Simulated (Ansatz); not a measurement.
A basis-limit estimate, worked out

An elementary step of HClF, doublet (Cl + HF → HCl + F; bonds formed: H1–Cl3; bonds broken: H1–F2). “Start” is the structure reached by relaxing down from the saddle towards the reactants; PBE0-D4/def2-TZVP structures. The saddle:

H1  (0.448, -0.256, 0.200)
F2  (-1.059, -0.517, 0.404)
Cl3  (0.610, 0.773, -0.604)
(Å)

Computed with Ansatz 0.2.0 (basis: def2-TZVPP and def2-QZVPP); correlated methods freeze the cores; orbitals are unrestricted.

Energies in eV:

| quantity | saddle | start |
| --- | --- | --- |
| Hartree–Fock, triple zeta (X = 3) | -15224.29015 | -15225.93455 |
| Hartree–Fock, quadruple zeta (X = 4) | -15224.75757 | -15226.41029 |
| MP2 correlation, X = 3 | -11.34936 | -11.73969 |
| MP2 correlation, X = 4 | -12.54054 | -12.93379 |
| CCSD(T) correlation, X = 3 | -12.72702 | -12.77194 |

(1) Work out the barrier at the basis limit: extrapolate Hartree–Fock as E(X) = E∞ + A exp(−7.88 √X) and the MP2 correlation as E(X) = E∞ + B X^−2.97 (the exponents that Neese and Valeev fitted for def2-TZVPP and QZVPP), then add CCSD(T) − MP2 in triple zeta.

The T1 diagnostic stays at or below 0.038. ⟨S²⟩ of the unrestricted Hartree–Fock references: 0.76 (a pure state has 0.75).

Answers

(1) Each step is linear, so take the differences first (saddle − start): Hartree–Fock 1.64440 (X = 3) and 1.65272 (X = 4); MP2 correlation 0.39033 and 0.39325; CCSD(T) correlation 0.04492.
Two points give E∞ = E(4) + w [E(4) − E(3)], with w = 1/(exp(7.88 (2 − √3)) − 1) = 0.1377 for Hartree–Fock and w = 1/((4/3)^2.97 − 1) = 0.7407 for the correlation.
Hartree–Fock: 1.65272 + 0.1377 × 0.00832 = 1.6539 eV.
MP2 correlation: 0.39325 + 0.7407 × 0.00292 = 0.3954 eV.
CCSD(T) − MP2: 0.04492 − 0.39033 = -0.3454 eV.
Sum: 1.6539 + 0.3954 + (-0.3454) = 1.7039 eV, or 39.29 kcal/mol. Plain CCSD(T) in triple zeta gives 1.6893 eV, so the larger basis shifts the result by 0.0146 eV.

For scale, one of the runs: CCSD(T)/def2-TZVPP, 87 basis functions, launched by `ansatz run in.yaml --threads 2 --pin off --events-out ev --progress --plain --max-ram 4352MiB`. Hardware: 2 CPU threads, shared host. Wall time about 6.5 s.
